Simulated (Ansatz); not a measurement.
# CH2Al (sextet): from Hartree-Fock to the top rungs, cc-pVTZ

The task here is to estimate one member of a computed series from the others.

Computed with Ansatz 0.2.0, Gaussian basis. Level: cc-pVTZ, core rule «outside noble gas», up to 6 orbitals frozen.

Plan: UHF; CCSD(T) on ROHF; CCSD(T) on UHF; BCCD(T) on ROHF; CCSDT(Q) on ROHF; CCSDT(Q) on UHF.

7 further runs of the same task are left out: 4 for a known fault of the program, 3 set aside as unsound or not needed.

## The geometry

The geometry is a PBE0/def2-TZVP stationary point (not a proven minimum) of the parent state, kept for this charge and spin.

4 atoms, charge 0, spin multiplicity 6.

Atoms are counted from 1 here; the program's logs count them from 0.

Bond lengths: Al1–C2 1.923 Å, Al1–H3 1.613 Å, C2–H4 1.088 Å. Angles: C2–Al1–H3 117.5°, Al1–C2–H4 152.8°.

Set-up of the first run:

Input file in.yaml:

```yaml
crystal:
  periodic: [false, false, false]
  atoms:
    - {symbol: Al, position_ang: [0.000000, -0.074388, 0.613390]}
    - {symbol: C, position_ang: [0.000000, 0.010117, -1.308029]}
    - {symbol: H, position_ang: [0.000000, 1.321704, 1.420502]}
    - {symbol: H, position_ang: [0.000000, 0.549036, -2.253748]}
basis:
  gaussian: {orbitals: cc-pVTZ}
magnetization: {spin_polarized: true, initial_magnetization: 5}
hamiltonian: {xc: hf}
output: {orbitals: {seedname: orbitals}}
```

The run is started by

```sh
> ansatz run in.yaml --threads 1 --pin off --events-out ev --progress --plain --max-ram 2816MiB --backend cpu
```

Steps of the session up to this table: UHF; CCSD(T) on ROHF; CCSD(T) on UHF; BCCD(T) on ROHF; CCSDT(Q) on ROHF; CCSDT(Q) on UHF.

One of the session's tables, all rows but one given; the rest of the session is left out.

It belongs to the step «Misses and costs». 

```
   method  from UCCSDT(Q) (meV)
     ROHF               +4988.5
      UHF               +4772.1
     RMP2                +957.1
     UMP2                +966.0
    RCCSD                +249.2
    UCCSD                +239.4
 RCCSD(T)                     ?
 UCCSD(T)                 +53.6
  BCCD(T)                 +53.4
   RCCSDT                 +14.4
   UCCSDT                 +10.8
RCCSDT(Q)                  +4.1
UCCSDT(Q)                     0
```

Estimate the missing values for RCCSD(T).

The run gave: from UCCSDT(Q) (meV): +56.2. In the column «from UCCSDT(Q) (meV)» it lies between UCCSD(T) (+53.6) and UCCSD (+239.4).

Limits of these values: Restricted and unrestricted rows rest on different reference determinants; where their highest levels disagree by more than a few hundredths of an eV, they describe different states and don't form one ladder.
